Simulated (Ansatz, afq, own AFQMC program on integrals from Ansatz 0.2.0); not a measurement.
Br, doublet in cc-pVDZ, levels against full CI

A free Br atom.

Basis cc-pVDZ. Only valence electrons are correlated. Ansatz 0.2.0 and our own AFQMC program on the same integrals; the CISD trial comes from CCSD amplitudes, and released means the phaseless constraint is let go. Free AFQMC starts from the CCSD state and is never constrained. Its projection time is finite, and what remains of the start isn't in its error. ± is one standard error of the sampling. No spin–orbit coupling.

Determinant: UHF, the one that the program's search chose, which needn't be the lowest solution.

Full CI on the same integrals is exact in this basis and with this determinant's frozen core.

Cautions: no relativity below Rb; no spin-orbit coupling; inner d shell frozen; the released energies have errors that jump between times, so the bars are unsure, so no released level is given (meV from the phaseless value at times in 1/Eh: 1.4 ± 0.4 at 0.24, 0.7 ± 0.6 at 0.51, 57 ± 58 at 0.99, -0.7 ± 0.5 at 1.62, -0.3 ± 1.3 at 2.40), though the last usable value meets full CI within the noise.

```
T1 diagnostic                               : 0.0050
weight of the determinant in the CISD state : 0.951
⟨S²⟩ of the determinant                     : 0.756
size of the correlated space                : 7 electrons in 13 orbitals
```

```tsv
level	correlation energy (eV)
MP2	-2.5160
CCSD	-2.9030
CCSD(T)	-2.9260
```

Problem. Estimate where phaseless AFQMC with a CISD trial lies against CCSD(T) on the same integrals.

Solution. 8.2 ± 2.3 meV below CCSD(T).

Reference: full CI, correlation energy -2.934 eV.

```
        level  E − E(reference) (meV)  share of correlation (%)
      CCSD(T)                     8.5                     99.71
        CCSDT                     4.2                     99.86
     CCSDT(Q)                     0.5                     99.98
       CCSDTQ                     0.1                    100.00
  ph-AFQMC/HF             38.5 ± 15.2                     98.69
ph-AFQMC/CISD               0.3 ± 2.3                     99.99
   free AFQMC              -0.3 ± 0.6                    100.01
```

CCSDT and higher add their correlation energy to the determinant of the CCSD(T) run, since their own runs factorise the integrals more tightly (a shift of under 2 meV). Free projections are given only where their last times agree within the noise and don't stop above the reference; a slow remainder of the start can still hide under it. A walk keeps the symmetry of its determinant, which the program's search chose and which needn't be the lowest solution, so a lower state of the same spin and another symmetry isn't excluded.
